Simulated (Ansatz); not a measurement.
# CH2ClF (chlorofluoromethane) at HSE06/aug-cc-pVDZ

Aim: the vertical electron affinity of CH2ClF (chlorofluoromethane) at HSE06/aug-cc-pVDZ, from 2 runs. 

The results are computed with Ansatz 0.2.0.

68 further runs of the same task are left out: 68 set aside as unsound or not needed.

### Step 1. Starting point

CH2ClF has 5 atoms, charge 0, and is taken as a singlet. As SMILES, `FCCl`. The shape is that of a PBE0-D4/def2-TZVP optimisation.

Bond lengths: F1–C2 1.355 Å, C2–Cl3 1.766 Å, C2–H4 1.089 Å, C2–H5 1.089 Å. Angles: F1–C2–Cl3 110.5°, F1–C2–H4 109.3°, F1–C2–H5 109.3°, Cl3–C2–H4 107.8°, Cl3–C2–H5 107.8°, H4–C2–H5 112.3°.

### Step 2. A single-point energy at HSE06/aug-cc-pVDZ

The input, in.yaml:

```yaml
crystal:
  periodic: [false, false, false]
  atoms:
    - symbol: F
      position_ang: [-0.970450, 0.560520, 0.766500]
    - symbol: C
      position_ang: [0.083560, 0.089320, 0.058070]
    - symbol: Cl
      position_ang: [-0.422970, -1.232890, -0.998060]
    - symbol: H
      position_ang: [0.832130, -0.302600, 0.745580]
    - symbol: H
      position_ang: [0.477720, 0.885670, -0.572080]
basis:
  gaussian: {orbitals: aug-cc-pVDZ}
hamiltonian: {xc: hse06}
accuracy: high
total_charge: 0
output: {orbitals: {seedname: orbitals}}
```

Launch:

```
ansatz run in.yaml --threads 1 --pin off --max-ram 3480MiB --events-out events.jsonl --progress --plain --runs-dir runs
```

The log of the run:

```text
Warning: RAYON_NUM_THREADS=1 ignored (pool sized by the plan → 1); use --threads N
Functional definition: HSE06
  name "HSE06"
  parameter a = 0.25
  parameter omega = 0.11/bohr
  exchange = pbe_x - a*pbe_x_sr(omega) + a*exact_x_sr(omega)
  correlation = pbe_c
1830 factors; integrals over basis functions are off by at most 4.1e-9 eV
116 factors; integrals over basis functions are off by at most 1.4e-9 eV
mean field evaluation 1: about -16299.4891 eV, gradient 2.8e1 eV
mean field evaluation 2: about -16298.5929 eV, gradient 3.5e1 eV
mean field evaluation 4: about -16301.1624 eV, gradient 1.4e0 eV
mean field evaluation 8: about -16301.2604 eV, gradient 1.4e-1 eV
mean field evaluation 16: about -16301.2605 eV, gradient 1.2e-5 eV
mean field -16301.26047828 eV, -599.0602731855 hartree, gradient 9.9e-8 eV, S^2 0.000000; 0 other end points of the search recorded, 0 dependent functions left out
reference -16301.26048392 eV, -599.0602733929 hartree; 17, 17 occupied and 74, 74 virtual orbitals, 1830 factors
Total energy: -16301.26048392 eV, -599.0602733929 hartree
```

Wall time 5.1 s (1 thread of Arm Neoverse V2, shared host); peak memory 0.27 GiB.

### Step 3. The doublet anion, same level

The input, in.yaml:

```yaml
crystal:
  periodic: [false, false, false]
  atoms:
    - {symbol: F, position_ang: [-0.970450, 0.560520, 0.766500]}
    - {symbol: C, position_ang: [0.083560, 0.089320, 0.058070]}
    - {symbol: Cl, position_ang: [-0.422970, -1.232890, -0.998060]}
    - {symbol: H, position_ang: [0.832130, -0.302600, 0.745580]}
    - {symbol: H, position_ang: [0.477720, 0.885670, -0.572080]}
basis:
  gaussian:
    orbitals: aug-cc-pVDZ
total_charge: -1
magnetization:
  spin_polarized: true
  initial_magnetization: 1
hamiltonian:
  xc: {name: HSE06}
accuracy: high
output: {orbitals: {seedname: orbitals}}
```

Launch:

```
ansatz run in.yaml --threads 1 --pin off --max-ram 3480MiB --events-out events.jsonl --progress --plain --runs-dir runs
```

The log of the run, shortened:

```text
Warning: RAYON_NUM_THREADS=1 ignored (pool sized by the plan → 1); use --threads N
[... 2 set-up lines as earlier in the session ...]
[...]
1830 factors; integrals over basis functions are off by at most 4.1e-9 eV
116 factors; integrals over basis functions are off by at most 1.4e-9 eV
[...]
mean field -16300.71646077 eV, -599.0402809107 hartree, gradient 5.7e-8 eV, S^2 0.750061; 3 other end points of the search recorded, 0 dependent functions left out
reference -16300.71646357 eV, -599.0402810136 hartree; 18, 17 occupied and 73, 74 virtual orbitals, 1830 factors
Total energy: -16300.71646357 eV, -599.0402810136 hartree
```

Wall time 33 s (1 thread of Arm Neoverse V2, shared host); peak memory 0.45 GiB.

### Step 4. What came out

Level: HSE06/aug-cc-pVDZ.

```
                                         quantity          value
                     singlet CH2ClF: total energy  -599.06027 Eh
                      singlet CH2ClF: HOMO energy       -8.48 eV
                      singlet CH2ClF: LUMO energy       -0.42 eV
                    singlet CH2ClF: HOMO–LUMO gap        8.07 eV
                      doublet anion: total energy  -599.04028 Eh
doublet anion: HOMO energy (highest over α and β)        1.81 eV
 doublet anion: LUMO energy (lowest over α and β)        2.40 eV
                              doublet anion: ⟨S²⟩          0.750
vertical electron affinity (to the doublet anion)      -0.544 eV
```

What this shows: The anion lies 0.54 eV (52.5 kJ/mol) above the neutral: the electron isn't bound at this level, and such a value depends on the basis. The HOMO (doublet anion) lies at positive energy, 1.81 eV; only total energies tell whether the electron is bound.
